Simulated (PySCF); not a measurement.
**Mayer bond orders and bond lengths**

DPP, C6H4N2O2.
SMILES with atom numbers: `[O:1]=[C:2]1[NH:3][CH:4]=[C:5]2[C:6](=[O:7])[NH:8][CH:9]=[C:10]12` (hydrogens: H11 on N3; H12 on C4; H13 on N8; H14 on C9)

Cartesian coordinates in Å at the PBE0-D3(BJ)/def2-TZVP level; atoms count from 1:
```
atom  x, y, z in Å
O1     2.008    2.129   -0.436
C2     1.431    1.078   -0.308
N3     2.054   -0.194   -0.434
C4     1.178   -1.228   -0.244
C5    -0.051   -0.717    0.016
C6    -1.432   -1.079    0.309
O7    -2.008   -2.131    0.439
N8    -2.056    0.192    0.430
C9    -1.179    1.226    0.243
C10    0.052    0.715   -0.011
H11    3.032   -0.285   -0.646
H12    1.505   -2.256   -0.313
H13   -3.034    0.284    0.643
H14   -1.507    2.254    0.307
```

Bond orders from the PBE0/pcSseg-2 density (PySCF). Geometry: PBE0-D3(BJ)/def2-TZVP; no solvent, vibrations or thermal averaging.

Task: Where do the orders between heavy atoms depart from those drawn in the SMILES?

Result: The largest departure is 0.394, at C4–C5 (drawn double, 1.606) and C9–C10 (drawn double, 1.606). Drawn single, order above 1.12: N3–C4 (1.230) and N8–C9 (1.230). Drawn double or triple, more than 0.30 short of the drawn order: C4–C5 (1.606) and C9–C10 (1.606).

Task: Give the Mayer order of every bond between heavy atoms, beside its length.

Result: 
```
  bond  drawn as  length (Å)  Mayer order
 O1–C2    double       1.206        1.861
 C2–N3    single       1.422        1.107
 N3–C4    single       1.369        1.230
 C4–C5    double       1.357        1.606
 C5–C6    single       1.457        1.063
 C6–O7    double       1.206        1.861
 C6–N8    single       1.421        1.108
 N8–C9    single       1.369        1.230
C9–C10    double       1.357        1.606
C10–C2    single       1.457        1.063
C10–C5    single       1.435        1.114
```

Bonds between the same two heavy elements. C–O: all 2 within 0.02 of one another (1.861 to 1.861). C–N: lowest C2–N3 and C6–N8 (1.107, 1.422 Å), highest N3–C4 and N8–C9 (1.230, 1.369 Å). C–C: lowest C5–C6 and C10–C2 (1.063, 1.457 Å), highest C4–C5 and C9–C10 (1.606, 1.357 Å). Bonds named together lie within 0.004.

Task: And the bonds to hydrogen?

Result: H–N: 0.97 (2 bonds); C–H: 0.99 (2 bonds).

Task: Sum the orders of all bonds at each heavy atom with more than one neighbour and set the sums beside the valence in the SMILES.

Result: C2 4.031 (drawn 4), N3 3.310 (drawn 3), C4 3.828 (drawn 4), C5 3.783 (drawn 4), C6 4.032 (drawn 4), N8 3.311 (drawn 3), C9 3.828 (drawn 4), C10 3.783 (drawn 4). Orders between atoms that aren't bonded are not in these sums.

Mayer orders depend on the basis set.
